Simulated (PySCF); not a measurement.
# SOS-MP2/BFD-VDZ (core potential) run of [BF2]+ (SMILES F[B+]F)

Aim: the vertical ionisation energy of [BF2]+ at SOS-MP2/BFD-VDZ (core potential), from 2 runs. 

The calculation is run with PySCF 2.14.0.

8 further runs of the same task are left out: 5 that didn't finish, 3 set aside as unsound or not needed.

## (1) The molecule

[BF2]+ has 3 atoms, charge +1, and is taken as a singlet. SMILES: `F[B+]F`. Geometry: relaxed at GFN2-xTB.

Bond lengths: F1–B2 1.219 Å, B2–F3 1.219 Å. Angles: F1–B2–F3 179.9°.

## (2) The energy at SOS-MP2/BFD-VDZ (core potential)

The input, start.xyz:

```xyz
3
BF2
F      0.327370     1.133870     0.305680
B      0.000740    -0.000320     0.000370
F     -0.328120    -1.133550    -0.306050
```

The input, run.py:

```python
from pyscf import gto, scf, mp

mol = gto.Mole()
mol.atom = 'start.xyz'
mol.verbose = 3
mol.max_memory = 1860
mol.basis = 'bfd-vdz'
mol.ecp = 'bfd'
mol.charge = 1
mol.build()

calc0 = scf.RHF(mol)
calc0.kernel()

pt = mp.MP2(calc0).run()
e_final = calc0.e_tot + 1.3 * pt.e_corr_os
print(f'total energy: {e_final:.8f} hartree')
calc0.analyze()
```

The run is started by

```sh
$ OMP_NUM_THREADS=1 python run.py
```

Standard output:

```text
converged SCF energy = -50.4559109977555
E(RMP2) = -50.8901830510916  E_corr = -0.434272053336042
E(SCS-RMP2) = -50.8757803028569  E_corr = -0.419869305101408
total energy: -50.86857893 hartree
**** MO energy ****
MO #1   energy= -2.06380394587959  occ= 2
MO #2   energy= -2.0571643313463   occ= 2
MO #3   energy= -1.19203641029751  occ= 2
MO #4   energy= -1.18442053410141  occ= 2
MO #5   energy= -1.11357552259103  occ= 2
MO #6   energy= -1.11357547934552  occ= 2
MO #7   energy= -1.05503557288281  occ= 2
MO #8   energy= -1.05503553029037  occ= 2
MO #9   energy= -0.182536222256688 occ= 0
MO #10  energy= -0.146216212983607 occ= 0
MO #11  energy= -0.146211114909597 occ= 0
MO #12  energy= 0.0444374726003698 occ= 0
MO #13  energy= 0.0892637121411463 occ= 0
MO #14  energy= 0.0892639489419973 occ= 0
MO #15  energy= 0.18755322790038   occ= 0
MO #16  energy= 0.507017817799422  occ= 0
MO #17  energy= 0.507017817800493  occ= 0
MO #18  energy= 0.771201899410865  occ= 0
MO #19  energy= 0.835980408799635  occ= 0
MO #20  energy= 0.835996264165493  occ= 0
MO #21  energy= 1.26842749358931   occ= 0
MO #22  energy= 1.26842845442593   occ= 0
MO #23  energy= 1.33326286318128   occ= 0
MO #24  energy= 1.34126140010561   occ= 0
MO #25  energy= 1.38199726802777   occ= 0
MO #26  energy= 1.38199807027375   occ= 0
MO #27  energy= 1.86788566048935   occ= 0
MO #28  energy= 1.91397205845075   occ= 0
MO #29  energy= 2.39827127445381   occ= 0
MO #30  energy= 3.73600733166113   occ= 0
MO #31  energy= 3.73600733166121   occ= 0
MO #32  energy= 3.80255535081467   occ= 0
MO #33  energy= 3.80255535115282   occ= 0
MO #34  energy= 3.82099731404601   occ= 0
MO #35  energy= 3.82100077927619   occ= 0
MO #36  energy= 4.28221246728016   occ= 0
MO #37  energy= 4.28221460160804   occ= 0
MO #38  energy= 4.60258147408285   occ= 0
MO #39  energy= 4.97515489090059   occ= 0
 ** Mulliken atomic charges  **
charge of    0F =     -0.14803
charge of    1B =      1.29606
charge of    2F =     -0.14803

WARN: System has nonzero charge 1; the dipole moment is origin-dependent.
Location of origin: [0. 0. 0.]

Dipole moment(X, Y, Z, Debye):  0.00653, -0.00285,  0.00325
```

Run time: 0.83 s. Hardware: 1 thread of Intel Xeon 6975P-C (Granite Rapids), shared host; peak memory 0.12 GiB.

## (3) Doublet [BF2]2+ at the same level

The input, mol.xyz:

```xyz
3

F      0.327370     1.133870     0.305680
B      0.000740    -0.000320     0.000370
F     -0.328120    -1.133550    -0.306050
```

The input, run.py:

```python
from pyscf import gto, mp

mol = gto.M(
    atom='mol.xyz',
    spin=1,
    basis='bfd-vdz',
    max_memory=1860,
    ecp='bfd',
    verbose=3,
    charge=2,
)

myscf = mol.UHF()
myscf.kernel()
if not myscf.converged:
    myscf = myscf.newton().run(myscf.mo_coeff, myscf.mo_occ)

pt = mp.MP2(myscf).run()
etot = myscf.e_tot + 1.3 * pt.e_corr_os
print('Final energy', etot)
myscf.analyze()
```

The run is started by

```sh
$ OMP_NUM_THREADS=1 python run.py
```

Standard output:

```text
converged SCF energy = -49.4809332505769  <S^2> = 0.89286664  2S+1 = 2.1380988
E(UMP2) = -49.8833632973698  E_corr = -0.402430046792853
E(SCS-UMP2) = -49.8679961988381  E_corr = -0.387062948261167
Final energy -49.86031264957226
**** MO energy ****
                             alpha | beta                alpha | beta
MO #1   energy= -2.55713625878221  | -2.42116347219707  occ= 1 | 1
MO #2   energy= -2.54766405424768  | -2.41872063837287  occ= 1 | 1
MO #3   energy= -1.63770128149512  | -1.59743429587064  occ= 1 | 1
MO #4   energy= -1.63301053722298  | -1.59275517108877  occ= 1 | 1
MO #5   energy= -1.6291958128748   | -1.52331919546683  occ= 1 | 1
MO #6   energy= -1.59590009605894  | -1.47298180297479  occ= 1 | 1
MO #7   energy= -1.56064462994964  | -1.25986578650196  occ= 1 | 1
MO #8   energy= -1.51948824149083  | -0.89481116393427  occ= 1 | 0
MO #9   energy= -0.496557657108981 | -0.507228170058584 occ= 0 | 0
MO #10  energy= -0.486799920313024 | -0.49007117846226  occ= 0 | 0
MO #11  energy= -0.482944130928579 | -0.434940019466435 occ= 0 | 0
MO #12  energy= -0.213125697401735 | -0.206934061033458 occ= 0 | 0
MO #13  energy= -0.173108838403454 | -0.190325535755331 occ= 0 | 0
MO #14  energy= -0.171932494863337 | -0.177989402473661 occ= 0 | 0
MO #15  energy= -0.109391054072238 | -0.114806868418619 occ= 0 | 0
MO #16  energy= 0.189973645250499  | 0.167524909618498  occ= 0 | 0
MO #17  energy= 0.190042271899958  | 0.168115845320105  occ= 0 | 0
MO #18  energy= 0.354983031450906  | 0.374969613064065  occ= 0 | 0
MO #19  energy= 0.455290757021567  | 0.471186737275795  occ= 0 | 0
MO #20  energy= 0.471663165314871  | 0.496952220667603  occ= 0 | 0
MO #21  energy= 0.849926561237683  | 0.904357876329431  occ= 0 | 0
MO #22  energy= 0.888185181538312  | 0.969419076900861  occ= 0 | 0
MO #23  energy= 0.95704825938814   | 0.981034663133041  occ= 0 | 0
MO #24  energy= 0.963784245359776  | 0.992387452478668  occ= 0 | 0
MO #25  energy= 0.966146841171207  | 1.01490976784583   occ= 0 | 0
MO #26  energy= 0.997266972869708  | 1.08087864420261   occ= 0 | 0
MO #27  energy= 1.48957177012774   | 1.51313334958459   occ= 0 | 0
MO #28  energy= 1.51577784613506   | 1.5325761035479    occ= 0 | 0
MO #29  energy= 2.01036059467577   | 2.02857156672246   occ= 0 | 0
MO #30  energy= 3.2473848700545    | 3.34837546660416   occ= 0 | 0
MO #31  energy= 3.24767098306291   | 3.34876596186868   occ= 0 | 0
MO #32  energy= 3.31528637284692   | 3.39963267642821   occ= 0 | 0
MO #33  energy= 3.31551693449165   | 3.41372921372257   occ= 0 | 0
MO #34  energy= 3.33284406217873   | 3.41430967418288   occ= 0 | 0
MO #35  energy= 3.38174684647672   | 3.42838334105075   occ= 0 | 0
MO #36  energy= 3.80424947158587   | 3.8675935559049    occ= 0 | 0
MO #37  energy= 3.8505489168929    | 3.89009621757213   occ= 0 | 0
MO #38  energy= 4.15362681644347   | 4.19285290946875   occ= 0 | 0
MO #39  energy= 4.55636592980841   | 4.58453645864116   occ= 0 | 0

To work with the spin densities directly, `use mulliken_meta_spin()` only printing them here.

 ** Mulliken spin pop alpha/beta on meta-lowdin orthogonal AOs **
 ** Mulliken Spin Density (per atom)  **
spin density of  0 F =      0.69475
spin density of  1 B =     -0.38956
spin density of  2 F =      0.69482
 ** Mulliken pop alpha/beta on meta-lowdin orthogonal AOs **
 ** Mulliken atomic charges   ( Nelec_alpha | Nelec_beta ) **
charge of  0F =      0.32710  (     3.68382      2.98907 )
charge of  1B =      1.34574  (     0.63235      1.02191 )
charge of  2F =      0.32716  (     3.68383      2.98901 )

WARN: System has nonzero charge 2; the dipole moment is origin-dependent.
Location of origin: [0. 0. 0.]

Dipole moment(X, Y, Z, Debye):  0.00553, -0.00275,  0.00273
```

Wall time 0.95 s (1 thread of Intel Xeon 6975P-C (Granite Rapids), shared host); peak memory 0.12 GiB.

## (4) What came out

Level: SOS-MP2/BFD-VDZ (core potential).

| quantity | value |
| --- | --- |
| singlet [BF2]+: total energy | -50.86858 Eh |
| singlet [BF2]+: HOMO energy (Hartree–Fock orbitals) | -28.71 eV |
| singlet [BF2]+: LUMO energy (Hartree–Fock orbitals) | -4.97 eV |
| singlet [BF2]+: HOMO–LUMO gap (Hartree–Fock orbitals) | 23.74 eV |
| singlet [BF2]+: correlation energy | -412.7 mEh |
| doublet [BF2]2+: total energy | -49.86031 Eh |
| doublet [BF2]2+: HOMO energy (Hartree–Fock orbitals) (highest over α and β) | -34.28 eV |
| doublet [BF2]2+: LUMO energy (Hartree–Fock orbitals) (lowest over α and β) | -24.35 eV |
| doublet [BF2]2+: correlation energy | -379.4 mEh |
| doublet [BF2]2+: ⟨S²⟩ of the reference determinant | 0.893 |
| vertical ionisation energy (to the doublet dication) | 27.436 eV |

Removing an electron at fixed nuclei costs 27.44 eV (2647 kJ/mol). ⟨S²⟩ (doublet [BF2]2+) is 0.89 where a pure doublet has 0.75: the reference is spin-contaminated.
